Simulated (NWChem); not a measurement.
Everything below was run with NWChem. System: C2H3, charge 0, spin multiplicity 2, at a geometry optimised with UPBE0/def2-SVP. The structure started from a generated list of species. Its SCF solution wasn't tested for a lower state. Level: UCAM-B3LYP/def2-TZVP.

Part of the output:

```
             Northwest Computational Chemistry Package (NWChem) 7.3.0
             --------------------------------------------------------

                                NWChem Input Module
                                -------------------

 Scaling coordinates for geometry "geometry" by  1.889725989
 (inverse scale =  0.529177249)

 Turning off AUTOSYM since
 SYMMETRY directive was detected!

                             Geometry "geometry" -> ""
                             -------------------------

 Output coordinates in angstroms (scale by  1.889725989 to convert to a.u.)

  No.       Tag          Charge          X              Y              Z
 ---- ---------------- ---------- -------------- -------------- --------------
    1 C                    6.0000     0.24887400     0.68009200     0.00000000
    2 C                    6.0000    -0.11774900    -0.57872500     0.00000000
    3 H                    1.0000    -0.22123500     1.66378900     0.00000000
    4 H                    1.0000    -1.17905700    -0.87501700     0.00000000
    5 H                    1.0000     0.61354300    -1.39697100     0.00000000

 Effective nuclear repulsion energy (a.u.)      28.2858510950

            Nuclear Dipole moment (a.u.)
            ----------------------------
        X                 Y               Z
 ---------------- ---------------- ----------------
     0.0000018897     0.0000056692     0.0000000000

      Symmetry information
      --------------------

 Group name             Cs
 Group number              2
 Group order               2
 No. of unique centers     5

      Symmetry unique atoms

     1    2    3    4    5


 Summary of "ao basis" -> "" (spherical)
 ------------------------------------------------------------------------------
       Tag                 Description            Shells   Functions and Types
 ---------------- ------------------------------  ------  ---------------------
 *                         def2-tzvp                  on all atoms

                                 NWChem DFT Module
                                 -----------------

 Summary of "ao basis" -> "ao basis" (spherical)
 ------------------------------------------------------------------------------
       Tag                 Description            Shells   Functions and Types
 ---------------- ------------------------------  ------  ---------------------
 C                         def2-tzvp                11       31   5s3p2d1f
[...]
   Bfn.  Coefficient  Atom+Function         Bfn.  Coefficient  Atom+Function
  ----- ------------  ---------------      ----- ------------  ---------------
    14      0.759269  1 C  pz                45     -0.722036  2 C  pz
     8      0.305138  1 C  pz                39     -0.270308  2 C  pz
    11      0.229027  1 C  pz                42     -0.210937  2 C  pz
    52      0.043638  2 C  d -1              21      0.038757  1 C  d -1

 Vector   10  Occ=0.000000D+00  E= 1.123440D-01  Symmetry=a'
              MO Center= -4.4D-01, -1.1D+00, -7.9D-14, r^2= 4.9D+00
   Bfn.  Coefficient  Atom+Function         Bfn.  Coefficient  Atom+Function
  ----- ------------  ---------------      ----- ------------  ---------------
    36      3.643298  2 C  s                 77     -1.983454  5 H  s
    71     -1.885250  4 H  s                  5     -0.966742  1 C  s
    13      0.839723  1 C  py                35      0.730049  2 C  s
    65     -0.584395  3 H  s                 10      0.368812  1 C  py
    41      0.292522  2 C  py                 4     -0.288684  1 C  s

   alpha - beta orbital overlaps
   -----------------------------

   alpha      1      2      3      4      5      6      7      8      9     10
    beta      1      2      3      4      5      6      7      8      9     10
 overlap   0.990  0.990  0.995  0.992  0.982  0.975  0.995  0.969  0.995  0.984

   alpha     11     12     13     14     15     16     17     18     19     20
    beta     11     12     13     14     15     16     17     18     19     20
 overlap   0.984  0.999  0.990  0.983  0.997  0.947  0.904  0.909  0.997  0.990

   alpha     21     22     23     24     25     26     27     28     29     30
    beta     21     22     23     24     25     27     26     28     29     30
 overlap   0.992  0.996  0.995  0.997  0.996  0.995  0.999  0.996  0.998  0.988

   alpha     31     32     33     34     35     36     37     38     39     40
    beta     31     33     32     34     35     36     37     38     39     40
 overlap   0.990  0.996  1.000  0.999  0.983  0.998  0.960  0.975  0.994  0.998

   alpha     41     42     43     44     45     46     47     48     49     50
    beta     41     42     43     44     45     46     47     48     49     50
 overlap   0.994  0.999  0.993  0.999  0.999  1.000  1.000  1.000  1.000  0.997

   alpha     51     52     53     54     55     56     57     58     59     60
    beta     51     52     53     54     55     56     57     58     59     60
 overlap   0.997  0.998  0.999  0.998  0.996  0.996  0.991  0.996  0.997  0.987

   alpha     61     62     63     64     65     66     67     68     69     70
    beta     61     62     63     64     66     65     67     68     69     70
 overlap   0.937  0.986  0.928  0.986  0.996  0.998  0.996  0.998  0.998  0.998

   alpha     71     72     73     74     75     76     77     78     79     80
    beta     71     72     73     74     75     76     77     78     79     80
 overlap   1.000  1.000  0.999  1.000  1.000  0.996  0.996  1.000  1.000  1.000

     --------------------------
     Expectation value of S2:
     --------------------------
      <S2> =      0.7620 (Exact =     0.7500)

 center of mass
 --------------
 x =   0.05458625 y =   0.04219840 z =   0.00000000

 moments of inertia (a.u.)
 ------------------
          53.866639282494          -9.414674469316           0.000000000000
          -9.414674469316           9.702050020126           0.000000000000
           0.000000000000           0.000000000000          63.568689302620

     Multipole analysis of the density
     ---------------------------------

     L   x y z        total         alpha         beta         nuclear
     -   - - -        -----         -----         ----         -------
     0   0 0 0     -0.000000     -8.000000     -7.000000     15.000000

     1   1 0 0     -0.279366     -0.586496      0.307128      0.000002
     1   0 1 0     -0.048004     -0.689380      0.641371      0.000006
     1   0 0 1     -0.000000     -0.000000     -0.000000      0.000000

     2   2 0 0     -9.710522    -10.520904     -7.297269      8.107651
     2   1 1 0     -0.565335     -3.271903     -1.689105      4.395672
     2   1 0 1      0.000000      0.000000      0.000000      0.000000
     2   0 2 0     -8.064905    -24.029105    -20.710856     36.675056
     2   0 1 1      0.000000      0.000000      0.000000      0.000000
     2   0 0 2    -11.183971     -5.935772     -5.248199      0.000000

 Task  times  cpu:       19.2s     wall:       19.2s

 Total times  cpu:       19.2s     wall:       19.2s
```

Task: Write an NWChem input that would produce this output.

Result: Several could match; the one computed here: 
```
start mol
memory heap 200 mb stack 900 mb global 1100 mb
geometry units angstroms nocenter noautoz
  C      0.248874     0.680092     0.000000
  C     -0.117749    -0.578725     0.000000
  H     -0.221235     1.663789     0.000000
  H     -1.179057    -0.875017     0.000000
  H      0.613543    -1.396971     0.000000
  symmetry group Cs
end
basis spherical
  * library def2-tzvp
end
dft
  xc xcamb88 1.00 lyp 0.81 vwn_5 0.19 hfexch 1.00
  cam 0.33 cam_alpha 0.19 cam_beta 0.46
  odft
  mult 2
  direct
  iterations 100
end
task dft energy
```
